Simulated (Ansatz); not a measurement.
Ansatz (a quantum-chemistry and plane-wave program) input:

Ansatz 0.2 input:
```yaml
crystal:
  periodic: [false, false, false]
  atoms:
    - {symbol: Si, position_ang: [-0.00208985, 0.00098185, 0.08026338]}
    - {symbol: H, position_ang: [0.00076796, 1.40657062, -0.39205880]}
    - {symbol: H, position_ang: [1.23601882, -0.70198617, -0.33410250]}
    - {symbol: H, position_ang: [-1.20752894, -0.71833034, -0.39752608]}
basis:
  gaussian:
    orbitals: def2-TZVPD
hamiltonian:
  xc: {name: PBE0}
total_charge: 1
```

Problem. Which total energy does the run end on?

Solution. -290.77977 Eh (PBE0/def2-TZVPD). The basis has 70 functions.

This state (charge 1, singlet) is run at the relaxed geometry of the species with charge 0 and multiplicity 2.
